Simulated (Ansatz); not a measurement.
**C₄H₅ClO: one species, many methods**

The task here is to estimate one member of a computed series from the others.

Method: functionals in def2-TZVPP, the program's frozen cores in correlated methods; program: Ansatz 0.2.0, Gaussian basis.

Plan: LDA (SPW92), PBE-D4, revPBE-D4, BLYP-D4, r2SCAN-D4, B97M-V, PBE0-D4, B3LYP-D4, r2SCANh-D4, r2SCAN0-D4, HSE06-D4, BHLYP-D4, CAM-B3LYP-D4, LC-ωPBE, ωB97X-V, ωB97M-V, B2PLYP, PBE-QIDH; CCSD(T)/def2-SVP; CCSD(T)/def2-TZVPP; MP2/def2-QZVPP; extrapolation to the limit; RPA on PBE.

## The relaxed structure

An earlier PBE0-D4 in a triple-zeta def2 set relaxation fixed the geometry.

SMILES `C=C(C=O)CCl`, 11 atoms, charge 0, spin multiplicity 1.

Atoms are counted from 1 here; the program's logs count them from 0.

Bond lengths: C1–C2 1.332 Å, C1–H7 1.085 Å, C1–H8 1.084 Å, C2–C3 1.478 Å, C2–C5 1.488 Å, C3–O4 1.202 Å, C3–H9 1.110 Å, C5–Cl6 1.789 Å, C5–H10 1.089 Å, C5–H11 1.088 Å. Angles: C2–C1–H7 120.6°, C2–C1–H8 122.2°, H7–C1–H8 117.2°, C1–C2–C3 118.5°, C1–C2–C5 123.9°, C3–C2–C5 117.6°, C2–C3–O4 124.1°, C2–C3–H9 114.5°, O4–C3–H9 121.4°, C2–C5–Cl6 110.6°, C2–C5–H10 110.7°, C2–C5–H11 111.7°, Cl6–C5–H10 106.3°, Cl6–C5–H11 107.0°, H10–C5–H11 110.4°.

Set-up of the first run:

The input, in.yaml:

```yaml
crystal:
  periodic: [false, false, false]
  atoms:
    - {symbol: C, position_ang: [-1.363754, -0.018838, -0.593622]}
    - {symbol: C, position_ang: [-0.108582, -0.047809, -0.150222]}
    - {symbol: C, position_ang: [0.988713, -0.014795, -1.139111]}
    - {symbol: O, position_ang: [2.151032, -0.142322, -0.859702]}
    - {symbol: C, position_ang: [0.261860, -0.139631, 1.288227]}
    - {symbol: Cl, position_ang: [0.670955, 1.476927, 1.937219]}
    - {symbol: H, position_ang: [-1.572004, 0.051819, -1.656535]}
    - {symbol: H, position_ang: [-2.214808, -0.062613, 0.076368]}
    - {symbol: H, position_ang: [0.657687, 0.120035, -2.190369]}
    - {symbol: H, position_ang: [1.151365, -0.753769, 1.417352]}
    - {symbol: H, position_ang: [-0.556962, -0.526002, 1.891095]}
basis:
  gaussian: {orbitals: def2-TZVPP}
hamiltonian: {xc: lda}
output: {orbitals: {seedname: orbitals}}
```

Launch:

```console
> ansatz run in.yaml --threads 4 --pin off --events-out ev --progress --plain --max-ram 10444MiB
```

Steps of the session up to this table: LDA; PBE-D4 (GGA); revPBE-D4 (GGA); BLYP-D4 (GGA); r2SCAN-D4 (meta-GGA); B97M-V (meta-GGA); B3LYP-D4 (hybrid); r2SCANh-D4 (hybrid); r2SCAN0-D4 (hybrid); HSE06-D4 (hybrid); BHLYP-D4 (hybrid); CAM-B3LYP-D4 (range-separated); LC-ωPBE (range-separated); ωB97X-V (range-separated); ωB97M-V (range-separated); B2PLYP (double hybrid); PBE-QIDH (double hybrid).

One of the session's tables, all rows but one given; the rest of the session is left out.

It belongs to the step «Orbital energies across the functionals». 

| functional | HOMO (eV) | LUMO (eV) | gap (eV) |
| --- | --- | --- | --- |
| LDA (SPW92) | -6.32 | -3.38 | 2.95 |
| PBE-D4 | -6.16 | -3.11 | 3.05 |
| revPBE-D4 | -6.09 | -3.01 | 3.08 |
| BLYP-D4 | -6.08 | -2.96 | 3.13 |
| r2SCAN-D4 | -6.48 | -2.98 | 3.51 |
| B97M-V | -6.65 | -2.85 | 3.80 |
| PBE0-D4 | -7.78 | -2.09 | 5.69 |
| B3LYP-D4 | -7.54 | -2.32 | 5.23 |
| r2SCANh-D4 | -7.09 | -2.60 | 4.50 |
| r2SCAN0-D4 | -8.01 | -2.03 | 5.98 |
| HSE06-D4 | -7.37 | -2.48 | 4.89 |
| BHLYP-D4 | -9.34 | -0.94 | 8.39 |
| CAM-B3LYP-D4 | -9.26 | -0.93 | 8.33 |
| LC-ωPBE | ? | ? | ? |
| ωB97X-V | -10.25 | 0.17 | 10.43 |
| ωB97M-V | -10.19 | 0.10 | 10.29 |

Estimate the missing values for LC-ωPBE.

As computed: HOMO (eV): -10.57; LUMO (eV): 0.23; gap (eV): 10.79. In the column «HOMO (eV)» it is the lowest.
